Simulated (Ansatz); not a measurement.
in.yaml

```yaml
crystal:
  periodic: [false, false, false]
  atoms:
    - {symbol: As, position_ang: [0.000000, -0.028606, 0.000000]}
    - {symbol: H, position_ang: [0.000000, 1.063166, -1.045144]}
    - {symbol: H, position_ang: [0.000000, 1.063166, 1.045144]}
basis:
  gaussian: {orbitals: STO-3G, point_charges: [{charge: -0.50, position_ang: [3.819, -0.173, -0.257]}]}
total_charge: 1
magnetization: {spin_polarized: false, initial_magnetization: 2}
correlation: {method: mp2, electrons: outside_noble_gas}
accuracy: high
output: {forces: true}
```

```sh
$ ansatz run in.yaml --threads 1 --pin off --events-out ev --progress --plain --max-ram 2393MiB
```

The program prints:

```
236 factors; integrals over basis functions are off by at most 7.0e-9 eV
mean field evaluation 1: about -60142.4082 eV, gradient 3.4e0 eV
mean field evaluation 2: about -60142.4186 eV, gradient 3.4e0 eV
mean field evaluation 4: about -60142.5938 eV, gradient 1.1e-1 eV
mean field evaluation 8: about -60142.5939 eV, gradient 1.7e-6 eV
mean field -60142.59386060 eV, -2210.1995582628 hartree, gradient 8.5e-9 eV, S^2 2.000000; 0 other end points of the search recorded, 0 dependent functions left out
mean field evaluation 16: about -60142.6179 eV, gradient 6.0e-2 eV
14 core orbitals not correlated: weight in the atoms' cores, before any rotation towards them, 0.994 or more for the frozen orbitals, at most 0.002 for the correlated occupied ones
reference -60142.59386060 eV, -2210.1995582628 hartree; 4, 2 occupied and 2, 4 virtual orbitals, 236 factors
second order -0.66319957 eV of doubles, -0.00647017 eV of singles
the calculation of the forces begins
Total energy: -60143.26353034 eV, -2210.2241681717 hartree
Atom 0 at     0.000000    -0.028606     0.000000 Å, force     0.469536     2.919400    -0.028970 eV/Å
Atom 1 at     0.000000     1.063166    -1.045144 Å, force     0.001758    -1.467773    -0.901837 eV/Å
Atom 2 at     0.000000     1.063166     1.045144 Å, force    -0.000718    -1.469716     0.899817 eV/Å
Dipole moment:     0.020775    -0.003205    -0.002266 e Å
```

Forces (eV/Å):
```
As   0.470  2.919 -0.029
H    0.002 -1.468 -0.902
H   -0.001 -1.470  0.900
```

Ran on 1 thread of Arm Neoverse V2, shared host: 0.18 s wall, 0.07 GiB peak host memory.
